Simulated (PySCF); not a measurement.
## Removing an electron from `CC1=C[C@@H]1C#N`

Species: C5H5N.
Cartesian coordinates in Å at the PBE0-D3(BJ)/def2-SVP level; atoms count from 1:
```xyz
11
C5H5N angstrom
C      1.4946    0.1434    0.1172
C      0.0618   -0.1472   -0.0096
C     -0.9640   -0.7535   -0.5157
C     -1.2818    0.2795    0.5311
C     -1.8348    1.5683    0.1563
N     -2.2660    2.6020   -0.1423
H      1.8333   -0.0352    1.1499
H      2.0909   -0.4754   -0.5673
H      1.6829    1.2057   -0.1045
H     -1.4213   -1.4679   -1.1930
H     -1.5912   -0.0320    1.5411
```

Level: B3LYP/def2-SVPD (PySCF). Frontier orbitals with their largest atomic shares (Löwdin; up to four atoms above 4 %):

```
orbital  ε (eV)                           main atoms
 HOMO−3   -9.79                     N6 76 %, C5 16 %
 HOMO−2   -8.97     N6 45 %, C5 34 %, C4 6 %, C3 5 %
 HOMO−1   -8.15   N6 30 %, C4 21 %, C5 19 %, C2 10 %
   HOMO   -7.88                                    ?
   LUMO   -0.74    C3 34 %, C2 31 %, H10 8 %, C1 7 %
 LUMO+1    0.09    C1 23 %, C3 13 %, C2 12 %, C5 9 %
 LUMO+2    0.45  N6 21 %, C5 19 %, C3 15 %, H10 13 %
```

Task: What vertical ionisation energy does ΔSCF give, and how far is −ε(HOMO) from it?

Result: ΔSCF: 10.22 eV (986 kJ/mol; threshold wavelength 121 nm); ⟨S²⟩ of the doublet left behind is 0.753, against 0.75 for a pure doublet. −ε(HOMO) is 7.88 eV, 2.34 eV below it. For the exact functional −ε(HOMO) would equal the first vertical ionisation energy; B3LYP (global hybrid, 20 % exact exchange) falls short of its own ΔSCF value by 23 %. Holes in the HOMO−1 and HOMO−2 were tried too where these lie within 1.2 eV of the HOMO; the lowest converged state counts.

Task: On which atoms does the HOMO lie?

Result: C3 (alkene CH carbon) 33 %, C2 (fully substituted alkene carbon) 29 %, C4 (sp3 carbon next to a nitrile) 13 %, H11 (methine hydrogen) 6 %, so no atom holds as much as 40 %. The HOMO−1 lies 0.27 eV lower.

Task: With α = 61.3 au, estimate the like-pair dispersion coefficient by London's formula C6 = (3/4)α²I.

Result: I = 0.3756 Eh, so C6 ≈ 1060 au, a rough estimate.

Task: What total energies stand behind the ΔSCF value?

Result: E(N) = -248.02132 Eh and E(N − 1) = -247.64575 Eh at the same geometry, 0.37557 Eh apart.

Isolated species at its PBE0-D3(BJ)/def2-SVP geometry, gas phase.
